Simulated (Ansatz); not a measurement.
in.yaml

```yaml
crystal:
  periodic: [false, false, false]
  atoms:
    - {symbol: Si, position_ang: [0.000000, -0.126318, 0.517390]}
    - {symbol: C, position_ang: [0.000000, 0.033135, -1.315595]}
    - {symbol: H, position_ang: [0.000000, 3.124934, 1.260074]}
basis:
  gaussian: {orbitals: 6-31G}
magnetization: {spin_polarized: true, initial_magnetization: 3}
correlation: {method: ccsd_t, electrons: outside_noble_gas}
```

```sh
$ ansatz run in.yaml --threads 1 --pin off --events-out ev --progress --plain --max-ram 2393MiB
```

The program prints:

```
301 factors; integrals over basis functions are off by at most 1.2e-4 eV
mean field evaluation 1: about -8896.2878 eV, gradient 9.0e0 eV
mean field evaluation 2: about -8896.2907 eV, gradient 9.0e0 eV
mean field evaluation 4: about -8899.2724 eV, gradient 4.1e0 eV
mean field evaluation 8: about -8900.2479 eV, gradient 3.5e-1 eV
mean field evaluation 16: about -8900.2512 eV, gradient 2.7e-6 eV
mean field evaluation 32: about -8900.0876 eV, gradient 1.5e0 eV
mean field evaluation 64: about -8900.2183 eV, gradient 2.9e-6 eV
mean field evaluation 96: about -8900.2195 eV, gradient 3.1e-3 eV
mean field evaluation 128: about -8900.2496 eV, gradient 3.6e-1 eV
mean field evaluation 160: about -8899.1773 eV, gradient 7.2e-2 eV
mean field evaluation 192: about -8899.1534 eV, gradient 1.8e-1 eV
mean field evaluation 224: about -8899.1784 eV, gradient 1.2e-4 eV
mean field evaluation 256: about -8899.1742 eV, gradient 2.7e-1 eV
mean field evaluation 288: about -8900.2183 eV, gradient 1.5e-3 eV
mean field evaluation 320: about -8899.2202 eV, gradient 9.1e-1 eV
mean field evaluation 352: about -8897.5151 eV, gradient 6.4e-2 eV
mean field evaluation 384: about -8894.9711 eV, gradient 8.6e0 eV
mean field evaluation 416: about -8899.1813 eV, gradient 2.9e-1 eV
mean field evaluation 448: about -8899.0458 eV, gradient 6.2e-1 eV
mean field -8900.25122709 eV, -327.0781997887 hartree, gradient 2.7e-6 eV, S^2 4.406240; 22 other end points of the search recorded, 0 dependent functions left out
determinant -8900.25122709 eV, -327.0781997887 hartree, with singles and doubles -8903.06106805 eV, -327.1814595395 hartree
determinant -8900.21825764 eV, -327.0769881835 hartree, with singles and doubles -8903.03500365 eV, -327.1805016901 hartree
determinant -8899.23277640 eV, -327.0407724159 hartree, with singles and doubles -8901.40803279 eV, -327.1207116139 hartree
determinant -8899.22317180 eV, -327.0404194536 hartree, with singles and doubles -8902.65663200 eV, -327.1665967887 hartree
determinant -8899.18704401 eV, -327.0390917816 hartree, with singles and doubles -8901.32697820 eV, -327.1177329126 hartree
determinant -8899.17839903 eV, -327.0387740846 hartree, with singles and doubles -8902.89603042 eV, -327.1753945183 hartree
determinant -8899.04543328 eV, -327.0338876834 hartree, with singles and doubles -8902.23922600 eV, -327.1512574010 hartree
determinant -8897.63611771 eV, -326.9820962916 hartree, with singles and doubles -8900.28295579 eV, -327.0793657969 hartree
determinant -8897.51536045 eV, -326.9776585440 hartree, with singles and doubles -8900.16026810 eV, -327.0748571075 hartree
determinant -8900.25122709 eV, -327.0781997887 hartree, with singles and doubles -8903.09423294 eV, -327.1826783265 hartree
determinant -8900.21825764 eV, -327.0769881835 hartree, with singles and doubles -8903.07305371 eV, -327.1819000041 hartree
determinant -8899.22317180 eV, -327.0404194536 hartree, with singles and doubles -8903.00838291 eV, -327.1795233963 hartree
determinant -8899.17839903 eV, -327.0387740846 hartree, with singles and doubles -8903.02959009 eV, -327.1803027457 hartree
determinant -8897.49759560 eV, -326.9770056978 hartree, with singles and doubles -8901.74113407 eV, -327.1329528603 hartree
6 core orbitals not correlated: weight in the atoms' cores, before any rotation towards them, 1.000 or more for the frozen orbitals, at most 0.000 for the correlated occupied ones
reference -8900.25122709 eV, -327.0781997887 hartree; 6, 3 occupied and 12, 15 virtual orbitals, 301 factors
second order -1.79683980 eV of doubles, -0.00000000 eV of singles
cycle   1  -2.84300473 eV  change    1.1e-6 eV  update   4.3e-6
perturbative correction -0.12153983 eV, -0.0044665063 hartree
Total energy: -8903.21577165 eV, -327.1871447917 hartree
```

For the same geometry and basis full CI lies 86.0 meV lower.

Ran on 1 thread of AMD EPYC 9R14, shared host: 1.9 s wall, 0.18 GiB peak host memory.
